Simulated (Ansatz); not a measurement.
Input file:

```yaml
crystal:
  periodic: [false, false, false]
  atoms:
    - {symbol: Be, position_ang: [0.000000, 0.000000, 0.000000]}
    - {symbol: H, position_ang: [1.817401, 0.018225, 0.000000]}
    - {symbol: H, position_ang: [-0.924484, 1.564797, -0.004080]}
    - {symbol: H, position_ang: [-0.892917, -1.583023, 0.004080]}
basis:
  gaussian: {orbitals: 6-31G}
total_charge: -1
magnetization: {spin_polarized: false}
correlation: {method: bccd, electrons: valence}
output: {forces: true}
```

```sh
$ ansatz run in.yaml --threads 1 --pin off --events-out ev --progress --plain --max-ram 2393MiB
```

Output:

```
221 factors; integrals over basis functions are off by at most 2.5e-4 eV
mean field evaluation 1: about -441.7851 eV, gradient 8.8e0 eV
mean field evaluation 2: about -441.7858 eV, gradient 8.8e0 eV
mean field evaluation 4: about -442.5459 eV, gradient 2.9e-1 eV
mean field evaluation 8: about -442.5463 eV, gradient 5.1e-4 eV
mean field -442.54631228 eV, -16.2632770075 hartree, gradient 8.7e-7 eV, S^2 0.000000; 0 other end points of the search recorded, 0 dependent functions left out
reference -442.54631228 eV, -16.2632770075 hartree; 4, 4 occupied and 11, 11 virtual orbitals, 221 factors
second order -1.24341928 eV of doubles, -0.00000000 eV of singles
cycle   1  -1.59118343 eV  change   -3.5e-1 eV  update   6.0e-2
cycle   2  -1.79953314 eV  change   -2.1e-1 eV  update   2.7e-2
cycle   3  -1.80177062 eV  change   -2.2e-3 eV  update   3.8e-3
cycle   4  -1.80200110 eV  change   -2.3e-4 eV  update   7.6e-4
cycle   5  -1.80209975 eV  change   -9.9e-5 eV  update   2.2e-4
cycle   6  -1.80201953 eV  change    8.0e-5 eV  update   5.0e-5
cycle   7  -1.80202925 eV  change   -9.7e-6 eV  update   1.1e-5
cycle   8  -1.80204142 eV  change   -1.2e-5 eV  update   4.8e-6
cycle   9  -1.80203769 eV  change    3.7e-6 eV  update   1.6e-6
the calculation of the forces begins
mean field evaluation 16: about -442.5467 eV, gradient 3.7e-2 eV
Total energy: -444.34834997 eV, -16.3295006713 hartree
Atom 0 at     0.000000     0.000000     0.000000 Å, force    -0.000000     0.000000     0.000000 eV/Å
Atom 1 at     1.817401     0.018225     0.000000 Å, force    -1.892822    -0.018982    -0.000000 eV/Å
Atom 2 at    -0.924484     1.564797    -0.004080 Å, force     0.962850    -1.629736     0.004249 eV/Å
Atom 3 at    -0.892917    -1.583023     0.004080 Å, force     0.929973     1.648717    -0.004249 eV/Å
Dipole moment:    -0.000000     0.000000    -0.000000 e Å
```

Forces (eV/Å):
```
Be   0.000  0.000  0.000
H   -1.893 -0.019  0.000
H    0.963 -1.630  0.004
H    0.930  1.649 -0.004
```

Ran on 1 thread of Arm Neoverse V1, shared host: 0.21 s wall, 0.17 GiB peak host memory.
